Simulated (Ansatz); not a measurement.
**AlH3O (triplet): the correlation ladder at distance Al1–H4 along a hydrogen transfer = 1.753 Å, cc-pVDZ**

Aim: climb from Hartree-Fock through coupled cluster and multireference methods for AlH3O (triplet) at one geometry and basis, and see what each rung misses.

Method: cc-pVDZ, core rule «outside noble gas», up to 6 orbitals frozen; program: Ansatz 0.2.0, Gaussian basis.

To be run: UHF; CCSD(T) on ROHF; CCSD(T) on UHF; BCCD(T) on ROHF; CISD; CCSDT(Q) on ROHF; CCSDT(Q) on UHF; CASSCF and MRCISD+Q, 4 electrons in 4 orbitals; CASSCF and NEVPT2, 4 electrons in 4 orbitals.

13 further runs of the same task are left out: 9 for a known fault of the program, 1 for a mislabelled method, 3 that didn't finish.

### 1 The geometry

The geometry derives from fragments relaxed apart (PBE0/def2-TZVP) and kept rigid, so it is no stationary point. A hydrogen atom is moved between rigid fragments.

5 atoms, charge 0, spin multiplicity 3.

Atoms are counted from 1 here; the program's logs count them from 0.

Bond lengths: Al1–H2 1.586 Å, Al1–H3 1.586 Å, Al1–H4 1.753 Å, H4–O5 1.212 Å. Angles: H2–Al1–H3 120.0°, H2–Al1–H4 120.0°, H3–Al1–H4 120.0°, Al1–H4–O5 180.0°.

### 2 UHF

The input, in.yaml:

```yaml
crystal:
  periodic: [false, false, false]
  atoms:
    - {symbol: Al, position_ang: [-1.034821, 0.000000, 0.000000]}
    - {symbol: H, position_ang: [-1.827745, 1.373384, 0.000000]}
    - {symbol: H, position_ang: [-1.827745, -1.373384, 0.000000]}
    - {symbol: H, position_ang: [0.718179, 0.000000, 0.000000]}
    - {symbol: O, position_ang: [1.930179, 0.000000, 0.000000]}
basis:
  gaussian: {orbitals: cc-pVDZ}
magnetization: {spin_polarized: true, initial_magnetization: 2}
hamiltonian: {xc: hf}
output: {orbitals: {seedname: orbitals}}
```

Command:

```
$ ansatz run in.yaml --threads 1 --pin off --events-out ev --progress --plain --max-ram 2393MiB
```

The runs that follow: CCSD(T) on ROHF; CCSD(T) on UHF; BCCD(T) on ROHF; CISD; CCSDT(Q) on ROHF; CCSDT(Q) on UHF; CASSCF and MRCISD+Q, 4 electrons in 4 orbitals; CASSCF and NEVPT2, 4 electrons in 4 orbitals.

Q: Predict the results of all the runs planned. Wanted: UCCSDT(Q) below the RHF energy; RMP2 from UCCSDT(Q); UMP2 from UCCSDT(Q); RCCSD from UCCSDT(Q); RCCSD(T) from UCCSDT(Q); UCCSD(T) from UCCSDT(Q); RCCSDT(Q) from UCCSDT(Q); NEVPT2 pair from UCCSDT(Q); MRCISD+Q pair from UCCSDT(Q).

The runs gave:

| quantity | value |
| --- | --- |
| UCCSDT(Q) below the RHF energy | -7.2612 eV |
| RMP2 from UCCSDT(Q) | +24.46 kcal/mol |
| UMP2 from UCCSDT(Q) | +27.48 kcal/mol |
| RCCSD from UCCSDT(Q) | +3.56 kcal/mol |
| RCCSD(T) from UCCSDT(Q) | +0.84 kcal/mol |
| UCCSD(T) from UCCSDT(Q) | +0.82 kcal/mol |
| RCCSDT(Q) from UCCSDT(Q) | +0.03 kcal/mol |
| NEVPT2 pair from UCCSDT(Q) | +24.46 kcal/mol |
| MRCISD+Q pair from UCCSDT(Q) | +1.40 kcal/mol |
| levels within 1 kcal/mol (43 meV) | RCCSD(T), UCCSD(T), BCCD(T), RCCSDT, UCCSDT, RCCSDT(Q) |
| T1 diagnostic | 0.024 |

In words: RCCSD(T) lands +0.84 kcal/mol from the yardstick (0.5 % of the correlation energy). Of the multireference levels listed MRCISD+Q pair comes nearest in total energy (+1.40 kcal/mol), which doesn't show that its space is the better one. These misses are within one basis, not against nature; the frozen cores of restricted and unrestricted runs differ, which can shift their rows.
